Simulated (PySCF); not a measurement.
Identify the unknown among the candidates.

All candidates are C4H7N.

| technique | computed result |
| --- | --- |
| NMR, other nuclei | isotropic shieldings of nuclei other than C and H, by class: 75 (1 N) ppm [GIAO PBE0/pcSseg-1] |
| Rotational structure | rotational constants A, B, C: 10.517, 3.482, 2.905 GHz [GFN2-xTB] |
| Couplings | largest of the computed one-bond spin–spin couplings (means over like bonds): 13C–1H +146.7 (×2), 13C–1H +135.8 (×2), 13C–1H +133.0 (×3), 13C–13C +35.0, 13C–13C +34.5, 15N–13C -14.8, 15N–13C -11.9 Hz [B3LYP/pcJ-1, spin–dipole term left out for some pairs] |
| 1H NMR | chemical shifts (computed TMS as zero) by class: 3.46 (2 H), 1.64 (2 H), 1.28 (3 H) ppm [GIAO PBE0/pcSseg-1] |
| Dipole | 3.81 D [PBE0/pcSseg-1] |
| 13C NMR | chemical shifts (computed TMS as zero) by class: 181.9 (1 C), 42.4 (1 C), 28.5 (1 C), 13.5 (1 C) ppm [GIAO PBE0/pcSseg-1] |

The electronic properties come from PySCF, for the isolated species, density fitting. Levels stand in brackets. Geometry: GFN2-xTB, one conformer, isolated molecule. Each NMR value is the plain mean over a class of atoms that symmetry, rotation or inversion makes alike.

Question: Which candidate is it?
A. `CC(C)C#N`
B. `[H]/N=C\CC=C`
C. `[C-]#[N+]CCC`

Answer: C. It is `[C-]#[N+]CCC`. Numbering: `[C-:1]#[N+:2][CH2:3][CH2:4][CH3:5]`. 4 carbons fall into 4 classes; from least to most shielded: isocyanide carbon [C1] (181.9 ppm), sp3 carbon bound to nitrogen [C3] (42.4 ppm), chain CH2 carbon [C4] (28.5 ppm), methyl carbon [C5] (13.5 ppm). Hydrogen classes from least to most shielded: 2 H on an sp3 carbon bound to nitrogen, C3 (3.46 ppm, a mean of values up to 0.5 ppm apart in this geometry), 2 H on a chain CH2 carbon, C4 (1.64 ppm), 3 H on a methyl carbon, C5 (1.28 ppm, a mean of values up to 1.0 ppm apart in this geometry). The other shieldings belong to: 75 ppm, isocyanide nitrogen [N2]. The couplings run between: +146.7 Hz, sp3 carbon bound to nitrogen [C3] and its hydrogen (with 1 like pair); +135.8 Hz, chain CH2 carbon [C4] and its hydrogen (with 1 like pair); +133.0 Hz, methyl carbon [C5] and its hydrogen (with 2 like pairs); +35.0 Hz, sp3 carbon bound to nitrogen [C3] and chain CH2 carbon [C4]; +34.5 Hz, chain CH2 carbon [C4] and methyl carbon [C5]; -14.8 Hz, isocyanide nitrogen [N2] and sp3 carbon bound to nitrogen [C3]; -11.9 Hz, isocyanide nitrogen [N2] and isocyanide carbon [C1]. The optimised geometry has point group C1 and is an asymmetric top.

The others, at the same levels:
- `[H]/N=C\CC=C` fails: its computed 13C shifts are 174.7 (1 C), 140.8 (1 C), 125.9 (1 C), 54.4 (1 C) ppm, 1H shifts are 10.74 (1 H), 7.54 (1 H), 5.97 (1 H), 5.52 (1 H), 5.50 (1 H), 2.80 (2 H) ppm and rotational constant A is 18.563 GHz (against 10.517 GHz).
- `CC(C)C#N` fails: it has 3 carbon classes against 4; its computed 13C shifts are 128.0 (1 C), 22.9 (2 C), 20.5 (1 C) ppm, 1H shifts are 2.42 (1 H), 1.32 (6 H) ppm and rotational constant A is 7.997 GHz (against 10.517 GHz).

Each candidate is one conformer, not necessarily the lowest. The conformers computed, where there is a choice (atom-mapped SMILES and torsion angles):
- `[C-:1]#[N+:2][CH2:3][CH2:4][CH3:5]`: N2–C3–C4–C5 -66°
- `[H]/[N:5]=[CH:4]\[CH2:3][CH:2]=[CH2:1]`: C1–C2–C3–C4 105°, C2–C3–C4–N5 118°
